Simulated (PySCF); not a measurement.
How good is the calculation?

Numbering as in the mapped SMILES `[PH4+:1]`; H(Xn) means a hydrogen on atom n.

The experiment to reproduce: δ ³¹P P1 -105.0 ppm (measured; solution, CH3OH; B. Maryasin, H. Zipse, Phys. Chem. Chem. Phys. 13 (2011) 5150).
δ ³¹P P1 -105.3 ppm (measured; solution, CH3OH; W. H. Hersh, T.-Y. Chan, Beilstein J. Org. Chem. 19 (2023) 36, supporting information).

PySCF 2.14 calculation with geometry: PBE0-D3(BJ)/def2-TZVP and shieldings: GIAO B97-2/pcSseg-2; fast rotation and ring inversion assumed for equivalent nuclei, relativity neglected, isolated molecule, one conformer.

**Question.** Set the calculated values beside the experiment.

**Answer.** 
Reference values: measured (solution, CH3OH; B. Maryasin, H. Zipse, Phys. Chem. Chem. Phys. 13 (2011) 5150).
```
atoms             quantity  reference  computed
   P1  δ ³¹P vs 85 % H3PO4     -105.0    -119.7
```

Reference values: measured (solution, CH3OH; W. H. Hersh, T.-Y. Chan, Beilstein J. Org. Chem. 19 (2023) 36, supporting information).
```
atoms             quantity  reference  computed
   P1  δ ³¹P vs 85 % H3PO4     -105.3    -119.7
```

Computed shifts are σ(ref) − σ with the named reference compound (TMS for H and C) calculated as an isolated molecule at the same level.

**Question.** How far are the unscaled ³¹P shifts from the references?

**Answer.** Mean signed difference -14.55 ppm, mean absolute 14.55 ppm over 2 comparisons; the largest is -14.7 ppm at P1 (phosphorus bonded to 4 H).
